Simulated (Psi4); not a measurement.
Psi4 input (wB97X-D/6-31G*):

```
memory 1500 MB

molecule {
0 1
N    -0.00830295   -0.00857741    1.41153999
C     0.00810884    0.00837688   -1.37854107
C    -0.00946765    1.13487320    0.72647824
C     0.00100216   -1.14361852    0.71269428
C     0.00942122   -1.18916620   -0.67673701
C    -0.00154475    1.19730303   -0.66229982
H     0.01447612    0.01495463   -2.46100794
H    -0.01710307    2.04593336    1.31559467
H     0.00177208   -2.06177112    1.29074470
H     0.01679961   -2.14109152   -1.19083558
H    -0.00294306    2.15540611   -1.16484348
symmetry c1
no_reorient
no_com
}

set {
  basis 6-31G*
  reference rks
  scf_type pk
  dft_radial_points 99
  dft_spherical_points 590
  e_convergence 1e-8
  d_convergence 1e-7
  maxiter 150
}

e = energy('wb97x-d')
print_out(f'\nFINAL {e:.10f} DIPOLE {variable("CURRENT DIPOLE")[0]:.6f} {variable("CURRENT DIPOLE")[1]:.6f} {variable("CURRENT DIPOLE")[2]:.6f}\n')
```

Output:

```
   => Loading Basis Set <=

    Name: 6-31G*
    Role: ORBITAL
    Keyword: BASIS
    atoms 1    entry N          line   128 file 6-31gs.gbs
    atoms 2-6  entry C          line   111 file 6-31gs.gbs
    atoms 7-11 entry H          line    44 file 6-31gs.gbs

   => WB97X-D: Empirical Dispersion <=

    Chai and Head-Gordon Dispersion Correction
    Chai, J.-D.; Head-Gordon, M. (2010), J. Chem. Phys., 132: 6615-6620

        s6 =       1.000000

         ---------------------------------------------------------
                                   SCF
               by Justin Turney, Rob Parrish, Andy Simmonett
                          and Daniel G. A. Smith
                              RKS Reference
         ---------------------------------------------------------

  ==> Geometry <==

    Molecular point group: c1
    Full point group: C1

    Geometry (in Angstrom), charge = 0, multiplicity = 1:

       Center              X                  Y                   Z               Mass
    ------------   -----------------  -----------------  -----------------  -----------------
         N           -0.008302950000    -0.008577410000     1.411539990000    14.003074004430
         C            0.008108840000     0.008376880000    -1.378541070000    12.000000000000
         C           -0.009467650000     1.134873200000     0.726478240000    12.000000000000
         C            0.001002160000    -1.143618520000     0.712694280000    12.000000000000
         C            0.009421220000    -1.189166200000    -0.676737010000    12.000000000000
         C           -0.001544750000     1.197303030000    -0.662299820000    12.000000000000
         H            0.014476120000     0.014954630000    -2.461007940000     1.007825032230
         H           -0.017103070000     2.045933360000     1.315594670000     1.007825032230
         H            0.001772080000    -2.061771120000     1.290744700000     1.007825032230
         H            0.016799610000    -2.141091520000    -1.190835580000     1.007825032230
         H           -0.002943060000     2.155406110000    -1.164843480000     1.007825032230

  Running in c1 symmetry.

  Rotational constants: A =      0.20279  B =      0.19552  C =      0.09954 [cm^-1]
  Rotational constants: A =   6079.36994  B =   5861.51857  C =   2984.22850 [MHz]
  Nuclear repulsion =  206.750989687329366

  Charge       = 0
  Multiplicity = 1
  Electrons    = 42
  Nalpha       = 21
  Nbeta        = 21

  ==> Algorithm <==

  SCF Algorithm Type is PK.
  DIIS enabled.
  MOM disabled.
  Fractional occupation disabled.
  Guess Type is SAD.
  Energy threshold   = 1.00e-08
  Density threshold  = 1.00e-07
  Integral threshold = 1.00e-12

  ==> Primary Basis <==

  Basis Set: 6-31G*
    Blend: 6-31G*
    Number of shells: 46
    Number of basis functions: 100
    Number of Cartesian functions: 100
    Spherical Harmonics?: false
    Max angular momentum: 2

  ==> DFT Potential <==

   => LibXC <=

    Version 7.1.2
    S. Lehtola, C. Steigemann, M. J. T. Oliveira, and M. A. L. Marques,  SoftwareX 7, 1–5 (2018) (10.1016/j.softx.2017.11.002)

   => Composite Functional: WB97X-D <=

    wB97X-D Hyb-GGA Exchange-Correlation Functional

    J.-D. Chai and M. Head-Gordon,  Phys. Chem. Chem. Phys. 10, 6615–6620 (2008) (10.1039/B810189B)

    Deriv               =              1
    GGA                 =           TRUE
    Meta                =          FALSE

    Exchange Hybrid     =           TRUE
    MP2 Hybrid          =          FALSE

   => Exchange-Correlation Functionals <=

    1.0000   wB97X-D range-separated functional

   => Exact (HF) Exchange <=

    0.7780            HF,LR [omega = 0.2000]
    0.2220               HF

   => LibXC Density Thresholds  <==

    XC_HYB_GGA_XC_WB97X_D:  1.00E-14

   => Molecular Quadrature <=

    Radial Scheme          =       TREUTLER
    Pruning Scheme         =           NONE
    Nuclear Scheme         =       TREUTLER

    Blocking Scheme        =         OCTREE
    BS radius alpha        =              1
    Pruning alpha          =              1
    Radial Points          =             99
    Spherical Points       =            590
    Total Points           =         594659
    Total Blocks           =           4199
    Max Points             =            256
    Max Functions          =            100
    Weights Tolerance      =       1.00E-15

  ==> Integral Setup <==

  Using in-core PK algorithm.
   Calculation information:
      Number of atoms:                  11
      Number of AO shells:              46
      Number of primitives:            110
      Number of atomic orbitals:       100
      Number of basis functions:       100

      Integral cutoff                 1.00e-12
      Number of threads:                 4

  Performing in-core PK
  Using 38261325 doubles for integral storage.
  We computed 579784 shell quartets total.
  Whereas there are 584821 unique shell quartets.

  Computing range-separated integrals for PK
  We computed 579784 wK shell quartets total.
  Whereas there are 584821 wK unique shell quartets.

  ==> DiskJK: Disk-Based J/K Matrices <==

    J tasked:                  Yes
    K tasked:                  Yes
    wK tasked:                 Yes
    Omega:               2.000E-01
    Schwarz Cutoff:          1E-12


  Cached 20.0% of DFT collocation blocks in 0.296 [GiB].

  Minimum eigenvalue in the overlap matrix is 8.4192874885E-04.
  Reciprocal condition number of the overlap matrix is 1.1011654232E-04.
    Using symmetric orthogonalization.

  ==> Pre-Iterations <==

  SCF Guess: Superposition of Atomic Densities via on-the-fly atomic UHF (no occupation information).

   -------------------------
    Irrep   Nso     Nmo
   -------------------------
     A        100     100
   -------------------------
    Total     100     100
   -------------------------

  ==> Iterations <==

                        Total Energy        Delta E     RMS |[F,P]|

   @RKS iter SAD:  -247.59987097616508   -2.47600e+02   0.00000e+00
   @RKS iter   1:  -248.05507223890234   -4.55201e-01   5.11607e-03 DIIS/ADIIS
   @RKS iter   2:  -248.12718945803226   -7.21172e-02   3.88522e-03 DIIS/ADIIS
   @RKS iter   3:  -248.19340957690144   -6.62201e-02   6.90623e-04 DIIS/ADIIS
   @RKS iter   4:  -248.19521146210425   -1.80189e-03   2.56275e-04 DIIS/ADIIS
   @RKS iter   5:  -248.19550613436829   -2.94672e-04   4.96880e-05 DIIS
   @RKS iter   6:  -248.19551833918754   -1.22048e-05   2.02195e-05 DIIS
   @RKS iter   7:  -248.19552063366365   -2.29448e-06   3.76271e-06 DIIS
   @RKS iter   8:  -248.19552077672557   -1.43062e-07   1.44178e-06 DIIS
   @RKS iter   9:  -248.19552079119734   -1.44718e-08   4.41538e-07 DIIS
   @RKS iter  10:  -248.19552079432688   -3.12954e-09   8.02200e-08 DIIS
  Energy and wave function converged.

  ==> Post-Iterations <==

   Electrons on quadrature grid:
      Ntotal   =   42.0000004640 ; deviation = 4.640e-07

    Orbital Energies [Eh]
    ---------------------

    Doubly Occupied:

       1A    -14.445633     2A    -10.332796     3A    -10.332786
       4A    -10.320892     5A    -10.309850     6A    -10.309835
       7A     -1.042733     8A     -0.904413     9A     -0.860764
      10A     -0.723212    11A     -0.721662    12A     -0.620673
      13A     -0.565244    14A     -0.558705    15A     -0.513966
      16A     -0.487913    17A     -0.486670    18A     -0.444870
      19A     -0.364367    20A     -0.337861    21A     -0.333437

    Virtual:

      22A      0.050201    23A      0.063289    24A      0.177481
      25A      0.225511    26A      0.235240    27A      0.242783
      28A      0.265415    29A      0.265822    30A      0.323645
      31A      0.377732    32A      0.403523    33A      0.406154
      34A      0.539323    35A      0.541526    36A      0.603482
      37A      0.626675    38A      0.669890    39A      0.674751
      40A      0.682971    41A      0.683905    42A      0.686381
      43A      0.692365    44A      0.737927    45A      0.747863
      46A      0.769048    47A      0.779887    48A      0.922357
      49A      0.926316    50A      0.941770    51A      0.947294
      52A      0.953444    53A      0.965058    54A      1.014134
      55A      1.023028    56A      1.058741    57A      1.131901
      58A      1.155741    59A      1.201196    60A      1.251924
      61A      1.302695    62A      1.332514    63A      1.456100
      64A      1.462282    65A      1.555775    66A      1.560349
      67A      1.564569    68A      1.599234    69A      1.606153
      70A      1.790396    71A      1.860467    72A      1.904605
      73A      1.916107    74A      2.017729    75A      2.062959
      76A      2.148953    77A      2.216446    78A      2.227573
      79A      2.264375    80A      2.267652    81A      2.286087
      82A      2.384261    83A      2.410204    84A      2.471885
      85A      2.609327    86A      2.630818    87A      2.733999
      88A      2.761228    89A      2.788380    90A      2.820815
      91A      2.869301    92A      2.875337    93A      3.141019
      94A      3.482459    95A      4.140999    96A      4.202752
      97A      4.235326    98A      4.333824    99A      4.420577
     100A      4.687208

    Final Occupation by Irrep:
              A
    DOCC [    21 ]
    NA   [    21 ]
    NB   [    21 ]

  @RKS Final Energy:  -248.19552079432688

   => Energetics <=

    Nuclear Repulsion Energy =            206.7509896873293656
    One-Electron Energy =                -743.1258579877172679
    Two-Electron Energy =                 312.8301491532010346
    DFT Exchange-Correlation Energy =     -24.6473744480275911
    Empirical Dispersion Energy =          -0.0034271991124096
    VV10 Nonlocal Energy =                  0.0000000000000000
    Total Energy =                       -248.1955207943268817

Computation Completed

Properties will be evaluated at   0.000000,   0.000000,   0.000000 [a0]

Properties computed using the SCF density matrix

 Multipole Moments:

 ------------------------------------------------------------------------------------
     Multipole            Electronic (a.u.)      Nuclear  (a.u.)        Total (a.u.)
 ------------------------------------------------------------------------------------

 L = 1.  Multiply by 2.5417464519 to convert [e a0] to [Debye]
 Dipole X            :          0.0051936           -0.0000001            0.0051935
 Dipole Y            :          0.0053653           -0.0000001            0.0053652
 Dipole Z            :         -0.8829260            0.0000000           -0.8829260
 Magnitude           :                                                    0.8829575

 ------------------------------------------------------------------------------------

FINAL -248.1955207943 DIPOLE 0.005194 0.005365 -0.882926

*** Psi4 exiting successfully. Buy a developer a beer!
```
